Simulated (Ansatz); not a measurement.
Molecule: silane, SiH₄, net charge 0, singlet state. SMILES: [SiH4]
Geometry: optimised at B3LYP-D3(BJ)/def2-TZVP (Ansatz, a program for electronic structure).

Property: atomisation energy (electronic, to ground-state atoms), in kJ/mol. Correlated levels leave the core frozen unless marked. Open shells are spin-unrestricted. Spin-orbit coupling is left out. No relativistic terms. The coupled-cluster limit lacks core correlation, which all-electron functionals hold. Basis-set limits of correlation are two-point, X^-3; Hartree-Fock from the larger set.

```
level        program  atomisation energy (kJ/mol)
-----------  -------  ---------------------------
HF/STO-3G     Ansatz                       1516.4
HF/def2-SVP   Ansatz                       1059.9
```

### Question
Estimate the value at CCSD(T)/CBS(def2-TZVPPD,def2-QZVPPD) as computed with Ansatz.

### Answer
1360.2 kJ/mol
